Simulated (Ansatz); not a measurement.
## How the elastic constant C44 of rock-salt NaI moves with the method

No measured value is used here.

```json
[
 {"level (code)": "LDA (Ansatz)", "value (GPa)": "?", "cell (Å³/atom)": "30.66"},
 {"level (code)": "PBE (Ansatz)", "value (GPa)": "7.1", "cell (Å³/atom)": "34.80"},
 {"level (code)": "r²SCAN (Ansatz)", "value (GPa)": "8.1", "cell (Å³/atom)": "33.71"}
]
```

Task: Fill in the missing entries.

Result: 
- LDA (Ansatz, an electronic-structure program), value (GPa): 7.6

Each level is taken at its own relaxed cell. Cutoffs differ between the levels. Ansatz's density-functional and Hartree–Fock values are scalar-relativistic unless marked +SOC, with PAW data made under PBE.
